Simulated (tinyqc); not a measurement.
CCD on RHF in the sto-3g basis, for H2O, spin multiplicity 1, step by step. Computed by tinyqc, a small Python program that keeps every step (integrals from PySCF). Settings: charge = 0, multiplicity = 1, basis = sto-3g, method = RHF, energy threshold = 1e-10, iteration cap = 90, orthogonalisation = symmetric, start = Wolfsberg-Helmholz matrix, DIIS depth = 6, amplitude equations = CCD, DIIS depth for amplitudes = 6, cap on updates = 81. Command: `OMP_NUM_THREADS=1 python tinyqc.py 23449 23450 out.jsonl` (the two numbers bound the seeds that draw the settings). One thread of a shared host (Intel(R) Xeon(R) Processor @ 2.60GHz), about 0.1 s of CPU time with the checks. The early iterations of the SCF are left out here.

## One-electron integrals

Geometry (angstrom):
```
atom       x        y       z
O     0.0000   0.0000  0.0000
H     0.0000   0.7930  0.6330
H     0.0000  -0.7930  0.6330
```

Basis sto-3g: exponents (1/bohr^2) and contraction coefficients of normalised primitives:
```
element  l (shell)  exponent  coefficient
O            s (1)  130.7093       0.1543
O            s (1)   23.8089       0.5353
O            s (1)    6.4436       0.4446
O            s (2)    5.0332      -0.1000
O            s (2)    1.1696       0.3995
O            s (2)    0.3804       0.7001
O            p (3)    5.0332       0.1559
O            p (3)    1.1696       0.6077
O            p (3)    0.3804       0.3920
H            s (1)    3.4253       0.1543
H            s (1)    0.6239       0.5353
H            s (1)    0.1689       0.4446
```

Overlap, kinetic and nuclear-attraction integrals over the contracted functions; the nuclear repulsion is the sum of Za Zb / Rab.

nuclear repulsion = 8.678148 hartree

overlap S:
```
         1O 1s   1O 2s  1O 2px   1O 2py  1O 2pz   2H 1s    3H 1s
1O 1s   1.0000  0.2367  0.0000   0.0000  0.0000  0.0471   0.0471
1O 2s   0.2367  1.0000  0.0000   0.0000  0.0000  0.4379   0.4379
1O 2px  0.0000  0.0000  1.0000   0.0000  0.0000  0.0000   0.0000
1O 2py  0.0000  0.0000  0.0000   1.0000  0.0000  0.2914  -0.2914
1O 2pz  0.0000  0.0000  0.0000   0.0000  1.0000  0.2326   0.2326
2H 1s   0.0471  0.4379  0.0000   0.2914  0.2326  1.0000   0.2267
3H 1s   0.0471  0.4379  0.0000  -0.2914  0.2326  0.2267   1.0000
```

kinetic energy T (hartree):
```
          1O 1s    1O 2s  1O 2px   1O 2py  1O 2pz    2H 1s    3H 1s
1O 1s   29.0032  -0.1680  0.0000   0.0000  0.0000  -0.0058  -0.0058
1O 2s   -0.1680   0.8081  0.0000   0.0000  0.0000   0.1028   0.1028
1O 2px   0.0000   0.0000  2.5287   0.0000  0.0000   0.0000   0.0000
1O 2py   0.0000   0.0000  0.0000   2.5287  0.0000   0.1891  -0.1891
1O 2pz   0.0000   0.0000  0.0000   0.0000  2.5287   0.1510   0.1510
2H 1s   -0.0058   0.1028  0.0000   0.1891  0.1510   0.7600   0.0033
3H 1s   -0.0058   0.1028  0.0000  -0.1891  0.1510   0.0033   0.7600
```

nuclear attraction V (hartree):
```
           1O 1s     1O 2s   1O 2px    1O 2py    1O 2pz    2H 1s    3H 1s
1O 1s   -61.6615   -7.4300   0.0000    0.0000   -0.0172  -1.5175  -1.5175
1O 2s    -7.4300  -10.0854   0.0000    0.0000   -0.2066  -3.4893  -3.4893
1O 2px    0.0000    0.0000  -9.9392    0.0000    0.0000   0.0000   0.0000
1O 2py    0.0000    0.0000   0.0000  -10.0728    0.0000  -2.0560   2.0560
1O 2pz   -0.0172   -0.2066   0.0000    0.0000  -10.0243  -1.7049  -1.7049
2H 1s    -1.5175   -3.4893   0.0000   -2.0560   -1.7049  -5.6105  -1.3997
3H 1s    -1.5175   -3.4893   0.0000    2.0560   -1.7049  -1.3997  -5.6105
```

core Hamiltonian H = T + V (hartree):
```
           1O 1s    1O 2s   1O 2px   1O 2py   1O 2pz    2H 1s    3H 1s
1O 1s   -32.6583  -7.5980   0.0000   0.0000  -0.0172  -1.5234  -1.5234
1O 2s    -7.5980  -9.2773   0.0000   0.0000  -0.2066  -3.3865  -3.3865
1O 2px    0.0000   0.0000  -7.4105   0.0000   0.0000   0.0000   0.0000
1O 2py    0.0000   0.0000   0.0000  -7.5441   0.0000  -1.8669   1.8669
1O 2pz   -0.0172  -0.2066   0.0000   0.0000  -7.4956  -1.5539  -1.5539
2H 1s    -1.5234  -3.3865   0.0000  -1.8669  -1.5539  -4.8505  -1.3964
3H 1s    -1.5234  -3.3865   0.0000   1.8669  -1.5539  -1.3964  -4.8505
```

## Two-electron integrals

Functions are numbered as in S; the eight-fold symmetry (ij|kl) = (ji|kl) = (kl|ij) leaves the list below.

Two-electron integrals (ij|kl) in chemists' order, unique and non-zero (hartree):
```
(11|11) 4.7851      (21|11) 0.7414      (21|21) 0.1369      (22|11) 1.1189
(22|21) 0.2566      (22|22) 0.8172      (31|31) 0.0245      (32|31) 0.0378
(32|32) 0.1805      (33|11) 1.1158      (33|21) 0.2567      (33|22) 0.8170
(33|33) 0.8802      (41|41) 0.0245      (42|41) 0.0378      (42|42) 0.1805
(43|43) 0.0474      (44|11) 1.1158      (44|21) 0.2567      (44|22) 0.8170
(44|33) 0.7853      (44|44) 0.8802      (51|51) 0.0245      (52|51) 0.0378
(52|52) 0.1805      (53|53) 0.0474      (54|54) 0.0474      (55|11) 1.1158
(55|21) 0.2567      (55|22) 0.8170      (55|33) 0.7853      (55|44) 0.7853
(55|55) 0.8802      (61|11) 0.1496      (61|21) 0.0274      (61|22) 0.0510
(61|33) 0.0509      (61|41) 0.0010      (61|42) 0.0018      (61|44) 0.0511
(61|51) 0.0008      (61|52) 0.0015      (61|54) 1.48e-04    (61|55) 0.0510
(61|61) 0.0056      (62|11) 0.3651      (62|21) 0.0848      (62|22) 0.2991
(62|33) 0.2940      (62|41) 0.0050      (62|42) 0.0381      (62|44) 0.3032
(62|51) 0.0040      (62|52) 0.0304      (62|54) 0.0073      (62|55) 0.2999
(62|61) 0.0173      (62|62) 0.1357      (63|31) 0.0089      (63|32) 0.0516
(63|43) 0.0079      (63|53) 0.0063      (63|63) 0.0193      (64|11) 0.2059
(64|21) 0.0484      (64|22) 0.1825      (64|33) 0.1742      (64|41) 0.0113
(64|42) 0.0736      (64|44) 0.1954      (64|51) 0.0020      (64|52) 0.0175
(64|54) 0.0106      (64|55) 0.1776      (64|61) 0.0103      (64|62) 0.1006
(64|64) 0.0930      (65|11) 0.1644      (65|21) 0.0387      (65|22) 0.1456
(65|33) 0.1390      (65|41) 0.0020      (65|42) 0.0175      (65|44) 0.1433
(65|51) 0.0104      (65|52) 0.0656      (65|54) 0.0113      (65|55) 0.1544
(65|61) 0.0082      (65|62) 0.0803      (65|64) 0.0588      (65|65) 0.0662
(66|11) 0.5058      (66|21) 0.1194      (66|22) 0.4830      (66|33) 0.4635
(66|41) 0.0091      (66|42) 0.0955      (66|44) 0.4989      (66|51) 0.0072
(66|52) 0.0763      (66|54) 0.0282      (66|55) 0.4861      (66|61) 0.0246
(66|62) 0.2763      (66|64) 0.2337      (66|65) 0.1865      (66|66) 0.7746
(71|11) 0.1496      (71|21) 0.0274      (71|22) 0.0510      (71|33) 0.0509
(71|41) -0.0010     (71|42) -0.0018     (71|44) 0.0511      (71|51) 0.0008
(71|52) 0.0015      (71|54) -1.48e-04   (71|55) 0.0510      (71|61) 0.0055
(71|62) 0.0168      (71|64) 0.0091      (71|65) 0.0080      (71|66) 0.0236
(71|71) 0.0056      (72|11) 0.3651      (72|21) 0.0848      (72|22) 0.2991
(72|33) 0.2940      (72|41) -0.0050     (72|42) -0.0381     (72|44) 0.3032
(72|51) 0.0040      (72|52) 0.0304      (72|54) -0.0073     (72|55) 0.2999
(72|61) 0.0168      (72|62) 0.1102      (72|64) 0.0563      (72|65) 0.0634
(72|66) 0.1843      (72|71) 0.0173      (72|72) 0.1357      (73|31) 0.0089
(73|32) 0.0516      (73|43) -0.0079     (73|53) 0.0063      (73|63) 0.0152
(73|73) 0.0193      (74|11) -0.2059     (74|21) -0.0484     (74|22) -0.1825
(74|33) -0.1742     (74|41) 0.0113      (74|42) 0.0736      (74|44) -0.1954
(74|51) -0.0020     (74|52) -0.0175     (74|54) 0.0106      (74|55) -0.1776
(74|61) -0.0091     (74|62) -0.0563     (74|64) -0.0141     (74|65) -0.0317
(74|66) -0.0835     (74|71) -0.0103     (74|72) -0.1006     (74|74) 0.0930
(75|11) 0.1644      (75|21) 0.0387      (75|22) 0.1456      (75|33) 0.1390
(75|41) -0.0020     (75|42) -0.0175     (75|44) 0.1433      (75|51) 0.0104
(75|52) 0.0656      (75|54) -0.0113     (75|55) 0.1544      (75|61) 0.0080
(75|62) 0.0634      (75|64) 0.0317      (75|65) 0.0511      (75|66) 0.1161
(75|71) 0.0082      (75|72) 0.0803      (75|74) -0.0588     (75|75) 0.0662
(76|11) 0.1388      (76|21) 0.0325      (76|22) 0.1246      (76|33) 0.1216
(76|44) 0.1240      (76|51) 0.0024      (76|52) 0.0217      (76|55) 0.1279
(76|61) 0.0066      (76|62) 0.0562      (76|64) 0.0360      (76|65) 0.0374
(76|66) 0.1186      (76|71) 0.0066      (76|72) 0.0562      (76|74) -0.0360
(76|75) 0.0374      (76|76) 0.0286      (77|11) 0.5058      (77|21) 0.1194
(77|22) 0.4830      (77|33) 0.4635      (77|41) -0.0091     (77|42) -0.0955
(77|44) 0.4989      (77|51) 0.0072      (77|52) 0.0763      (77|54) -0.0282
(77|55) 0.4861      (77|61) 0.0236      (77|62) 0.1843      (77|64) 0.0835
(77|65) 0.1161      (77|66) 0.3287      (77|71) 0.0246      (77|72) 0.2763
(77|74) -0.2337     (77|75) 0.1865      (77|76) 0.1186      (77|77) 0.7746
```

## Orthogonalisation

S = U s U^T; symmetric (Loewdin) form X = U s^(-1/2) U^T, so that X^T S X = 1.

eigenvalues of S: 0.3797  0.4593  0.8844  1.0000  1.0977  1.3140  1.8649

X:
```
          1O 1s    1O 2s  1O 2px   1O 2py   1O 2pz    2H 1s    3H 1s
1O 1s    1.0240  -0.1405  0.0000   0.0000  -0.0092   0.0208   0.0208
1O 2s   -0.1405   1.2056  0.0000   0.0000   0.0955  -0.2630  -0.2630
1O 2px   0.0000   0.0000  1.0000   0.0000   0.0000   0.0000   0.0000
1O 2py   0.0000   0.0000  0.0000   1.0940   0.0000  -0.2056   0.2056
1O 2pz  -0.0092   0.0955  0.0000   0.0000   1.0496  -0.1372  -0.1372
2H 1s    0.0208  -0.2630  0.0000  -0.2056  -0.1372   1.1739  -0.0801
3H 1s    0.0208  -0.2630  0.0000   0.2056  -0.1372  -0.0801   1.1739
```

## Iteration 8 (converged): orbitals

converged F (hartree):
```
           1O 1s    1O 2s   1O 2px   1O 2py   1O 2pz    2H 1s    3H 1s
1O 1s   -20.2430  -5.1633   0.0000   0.0000  -0.0278  -1.0440  -1.0440
1O 2s    -5.1633  -2.4305   0.0000   0.0000  -0.1049  -0.9293  -0.9293
1O 2px    0.0000   0.0000  -0.3897   0.0000   0.0000   0.0000   0.0000
1O 2py    0.0000   0.0000   0.0000  -0.2795   0.0000  -0.3781   0.3781
1O 2pz   -0.0278  -0.1049   0.0000   0.0000  -0.3194  -0.3552  -0.3552
2H 1s    -1.0440  -0.9293   0.0000  -0.3781  -0.3552  -0.5080  -0.3355
3H 1s    -1.0440  -0.9293   0.0000   0.3781  -0.3552  -0.3355  -0.5080
```

Diagonalise F' = X^T F X, C = X C', fill 5 alpha and 5 beta electrons from the bottom; D = 2 C_occ C_occ^T. Each column has its largest component positive (the first on a tie).

F' = X^T F X (hartree):
```
          1        2        3        4        5        6        7
1  -19.8654  -2.6918   0.0000   0.0000  -0.0560  -0.1450  -0.1450
2   -2.6918  -1.2657   0.0000   0.0000   0.1125  -0.4691  -0.4691
3    0.0000   0.0000  -0.3897   0.0000   0.0000   0.0000   0.0000
4    0.0000   0.0000   0.0000  -0.0089   0.0000  -0.4433   0.4433
5   -0.0560   0.1125   0.0000   0.0000  -0.1709  -0.3243  -0.3243
6   -0.1450  -0.4691   0.0000  -0.4433  -0.3243   0.0029  -0.0921
7   -0.1450  -0.4691   0.0000   0.4433  -0.3243  -0.0921   0.0029
```

orbital energies (hartree): MO1 -20.2516, MO2 -1.2431, MO3 -0.5860, MO4 -0.4501, MO5 -0.3897, MO6 0.5536, MO7 0.6721

coefficients C:
```
            MO1      MO2      MO3      MO4     MO5      MO6      MO7
1O 1s    0.9943  -0.2351   0.0000   0.1007  0.0000  -0.1234   0.0000
1O 2s    0.0254   0.8545   0.0000  -0.5205  0.0000   0.7866   0.0000
1O 2px   0.0000   0.0000   0.0000   0.0000  1.0000   0.0000   0.0000
1O 2py   0.0000   0.0000   0.6079   0.0000  0.0000   0.0000   0.9549
1O 2pz   0.0039   0.1119   0.0000   0.7594  0.0000   0.7479   0.0000
2H 1s   -0.0054   0.1536   0.4492   0.3016  0.0000  -0.7563  -0.7916
3H 1s   -0.0054   0.1536  -0.4492   0.3016  0.0000  -0.7563   0.7916
```

D after iteration 8:
```
          1O 1s    1O 2s  1O 2px   1O 2py   1O 2pz    2H 1s    3H 1s
1O 1s    2.1080  -0.4561  0.0000   0.0000   0.1081  -0.0221  -0.0221
1O 2s   -0.4561   2.0037  0.0000   0.0000  -0.5991  -0.0517  -0.0517
1O 2px   0.0000   0.0000  2.0000   0.0000   0.0000   0.0000   0.0000
1O 2py   0.0000   0.0000  0.0000   0.7391   0.0000   0.5462  -0.5462
1O 2pz   0.1081  -0.5991  0.0000   0.0000   1.1785   0.4925   0.4925
2H 1s   -0.0221  -0.0517  0.0000   0.5462   0.4925   0.6329  -0.1744
3H 1s   -0.0221  -0.0517  0.0000  -0.5462   0.4925  -0.1744   0.6329
```

## Convergence

Stop when the energy changes by less than 1e-10 hartree and every element of the error matrix X^T (F D S - S D F) X is below 3e-06.

Course of the cycle:
```
iteration  E (hartree)     change  largest element of the error matrix
1           -74.609748          -                             4.38e-01
2           -74.944541  -3.35e-01                             1.12e-01
3           -74.962508  -1.80e-02                             3.14e-02
4           -74.963964  -1.46e-03                             5.11e-03
5           -74.964039  -7.48e-05                             1.38e-03
6           -74.964043  -4.27e-06                             1.29e-05
7           -74.964043  -1.59e-10                             1.86e-07
8           -74.964043  -4.26e-14                             6.91e-10
```

PySCF RHF in the same basis = -74.964043 hartree

Converged in 8 iterations.

## Integrals over molecular orbitals

(pq|rs) = sum C_ip C_jq C_kr C_ls (ij|kl), one index at a time.

one-electron integrals over orbitals h = C^T H C (hartree):
```
          1        2        3        4        5        6        7
1  -32.6411   0.5613   0.0000  -0.2280   0.0000   0.2834   0.0000
2    0.5613  -7.6195   0.0000   0.4782   0.0000  -1.3192   0.0000
3    0.0000   0.0000  -6.2216   0.0000   0.0000   0.0000  -1.7273
4   -0.2280   0.4782   0.0000  -6.8290   0.0000  -1.1792   0.0000
5    0.0000   0.0000   0.0000   0.0000  -7.4105   0.0000   0.0000
6    0.2834  -1.3192   0.0000  -1.1792   0.0000  -5.3357   0.0000
7    0.0000   0.0000  -1.7273   0.0000   0.0000   0.0000  -5.5631
```

Two-electron integrals over orbitals (pq|rs), unique and non-zero (hartree):
```
(11|11) 4.7455     (21|11) -0.4209    (21|21) 0.0592     (22|11) 1.0090
(22|21) -0.0138    (22|22) 0.7249     (31|31) 0.0108     (32|31) 0.0174
(32|32) 0.1391     (33|11) 0.7853     (33|21) -0.0045    (33|22) 0.6337
(33|33) 0.6177     (41|11) 0.1791     (41|21) -0.0226    (41|22) 0.0147
(41|33) 0.0062     (41|41) 0.0265     (42|11) -0.1388    (42|21) 0.0089
(42|22) -0.0071    (42|33) 0.0058     (42|41) 0.0185     (42|42) 0.1270
(43|31) -0.0031    (43|32) 0.0233     (43|43) 0.0504     (44|11) 0.9737
(44|21) -0.0126    (44|22) 0.6697     (44|33) 0.5856     (44|41) -0.0103
(44|42) -0.1016    (44|44) 0.7500     (51|51) 0.0260     (52|51) 0.0327
(52|52) 0.1465     (53|53) 0.0278     (54|51) -0.0130    (54|52) -0.0465
(54|54) 0.0533     (55|11) 1.1153     (55|21) -0.0118    (55|22) 0.7492
(55|33) 0.6185     (55|41) 0.0050     (55|42) -0.0746    (55|44) 0.7140
(55|55) 0.8802     (61|11) -0.2214    (61|21) 0.0335     (61|22) -0.0011
(61|33) 4.61e-04   (61|41) 0.0008     (61|42) 0.0207     (61|44) -0.0180
(61|55) -0.0059    (61|61) 0.0292     (62|11) 0.2928     (62|21) -0.0064
(62|22) 0.1393     (62|33) 0.0727     (62|41) 0.0186     (62|42) 0.0245
(62|44) 0.0774     (62|55) 0.1524     (62|61) 0.0083     (62|62) 0.0994
(63|31) 0.0030     (63|32) -0.0383    (63|43) -0.0321    (63|63) 0.0717
(64|11) 0.2404     (64|21) -0.0028    (64|22) 0.1069     (64|33) 0.0456
(64|41) 0.0016     (64|42) -0.0404    (64|44) 0.1277     (64|55) 0.1300
(64|61) -0.0012    (64|62) 0.0609     (64|64) 0.0804     (65|51) 0.0147
(65|52) 0.0560     (65|54) 0.0012     (65|65) 0.0369     (66|11) 0.7976
(66|21) -0.0072    (66|22) 0.6075     (66|33) 0.5638     (66|41) 0.0199
(66|42) 0.0543     (66|44) 0.5485     (66|55) 0.5861     (66|61) 0.0088
(66|62) 0.0963     (66|64) 0.0478     (66|66) 0.5933     (71|31) 0.0149
(71|32) 0.0224     (71|43) -0.0044    (71|63) 0.0036     (71|71) 0.0204
(72|31) 0.0142     (72|32) 0.0457     (72|43) -0.0334    (72|63) 0.0336
(72|71) 0.0185     (72|72) 0.0642     (73|11) 0.3648     (73|21) -0.0073
(73|22) 0.1472     (73|33) 0.0894     (73|41) -0.0006    (73|42) -0.0782
(73|44) 0.1526     (73|55) 0.1945     (73|61) -0.0065    (73|62) 0.0737
(73|64) 0.0882     (73|66) 0.0405     (73|73) 0.1557     (74|31) -0.0092
(74|32) -0.0763    (74|43) -0.0041    (74|63) 0.0483     (74|71) -0.0124
(74|72) -0.0168    (74|74) 0.0703     (75|53) 0.0238     (75|75) 0.0246
(76|31) 0.0085     (76|32) 0.0935     (76|43) 0.0536     (76|63) -0.0644
(76|71) 0.0112     (76|72) -0.0082    (76|74) -0.0592    (76|76) 0.1137
(77|11) 0.8545     (77|21) -0.0091    (77|22) 0.6173     (77|33) 0.5995
(77|41) 0.0041     (77|42) -0.0155    (77|44) 0.5961     (77|55) 0.6179
(77|61) -0.0044    (77|62) 0.0659     (77|64) 0.0451     (77|66) 0.5608
(77|73) 0.0928     (77|77) 0.6097
```

## CCD: starting amplitudes

t_ij^ab = <ij||ab> / (e_i + e_j - e_a - e_b), whose energy is MP2.

Starting amplitudes (spin orbitals 1a, 1b, ...; amplitudes related by a flip of all spins are not repeated; the 24 largest):
```
from      to          t
3a 3b  7a 7b    -0.0619
4a 4b  6a 6b    -0.0400
3a 4b  6b 7a     0.0390
3a 3b  6a 6b    -0.0315
4a 4b  7a 7b    -0.0313
2a 2b  6a 6b    -0.0277
2a 3b  6a 7b    -0.0241
2a 4b  6a 6b    -0.0217
3a 4b  6a 7b    -0.0214
5a 5b  6a 6b    -0.0196
3a 4a  6a 7a     0.0176
2a 2b  7a 7b    -0.0168
2a 3a  6a 7a    -0.0131
5a 5b  7a 7b    -0.0116
2a 3b  6b 7a     0.0110
2a 4b  7a 7b     0.0055
1a 2b  7a 7b    -0.0008
1a 1b  6a 6b    -0.0007
1a 4b  7a 7b     0.0006
1a 1b  7a 7b  -4.88e-04
1a 3a  6a 7a   4.57e-04
1a 2b  6a 6b  -3.68e-04
1a 3b  6a 7b   2.95e-04
1a 3b  6b 7a   1.62e-04
```

correlation energy = -0.040769 hartree

## CCD: amplitude update 1

t_ij^ab D_ij^ab are set to the remaining terms of the spin-orbital equations, evaluated with the old amplitudes; for the doubles these are <ij||ab> + 1/2 <ab||ef> t_ij^ef + 1/2 <mn||ij> t_mn^ab + P(ij)P(ab) <mb||ej> t_im^ae + terms in t^2, D the orbital-energy denominators.

Amplitudes after update 1 (spin orbitals 1a, 1b, ...; amplitudes related by a flip of all spins are not repeated; the 24 largest):
```
from      to          t
3a 3b  7a 7b    -0.0785
3a 4b  6b 7a     0.0503
4a 4b  6a 6b    -0.0501
3a 3b  6a 6b    -0.0429
4a 4b  7a 7b    -0.0410
3a 4b  6a 7b    -0.0323
2a 2b  6a 6b    -0.0316
2a 4b  6a 6b    -0.0303
2a 3b  6a 7b    -0.0302
5a 5b  6a 6b    -0.0242
2a 2b  7a 7b    -0.0183
3a 4a  6a 7a     0.0180
2a 3b  6b 7a     0.0173
2a 3a  6a 7a    -0.0129
5a 5b  7a 7b    -0.0125
2a 4b  7a 7b     0.0048
1a 2b  7a 7b    -0.0008
1a 1b  6a 6b    -0.0006
1a 4b  7a 7b     0.0005
1a 3a  6a 7a   4.58e-04
1a 1b  7a 7b  -4.09e-04
1a 2b  6a 6b  -3.38e-04
1a 3b  6a 7b   2.50e-04
1a 3b  6b 7a   2.08e-04
```

correlation energy = -0.051732 hartree

## CCD: convergence

E_corr = 1/4 sum <ij||ab> t_ij^ab; stop when the norm of the change is below 1e-8.

Course of the amplitude iterations:
```
update  correlation energy (hartree)  norm of the change
0                          -0.040769                   -
1                          -0.051732            7.58e-02
2                          -0.055130            2.79e-02
3                          -0.057093            1.13e-02
4                          -0.057085            1.04e-03
5                          -0.057088            2.62e-04
6                          -0.057088            2.16e-05
7                          -0.057088            3.28e-06
8                          -0.057088            6.05e-07
9                          -0.057088            1.30e-07
10                         -0.057088            3.68e-08
11                         -0.057088            5.13e-09
```

Converged amplitudes (spin orbitals 1a, 1b, ...; amplitudes related by a flip of all spins are not repeated; the 24 largest):
```
from      to          t
3a 3b  7a 7b    -0.0871
4a 4b  6a 6b    -0.0567
3a 4b  6b 7a     0.0559
3a 3b  6a 6b    -0.0490
4a 4b  7a 7b    -0.0459
3a 4b  6a 7b    -0.0412
2a 4b  6a 6b    -0.0357
2a 3b  6a 7b    -0.0323
2a 2b  6a 6b    -0.0322
5a 5b  6a 6b    -0.0265
2a 3b  6b 7a     0.0218
2a 2b  7a 7b    -0.0177
3a 4a  6a 7a     0.0147
5a 5b  7a 7b    -0.0113
2a 3a  6a 7a    -0.0105
2a 4b  7a 7b     0.0035
1a 2b  7a 7b    -0.0007
1a 1b  6a 6b    -0.0006
1a 4b  7a 7b   4.74e-04
1a 3a  6a 7a   4.53e-04
1a 1b  7a 7b  -3.97e-04
1a 2b  6a 6b  -3.17e-04
1a 3b  6b 7a   2.34e-04
1a 3b  6a 7b   2.20e-04
```

CCD total energy = -75.021131 hartree

Converged in 11 updates, with DIIS from the third.
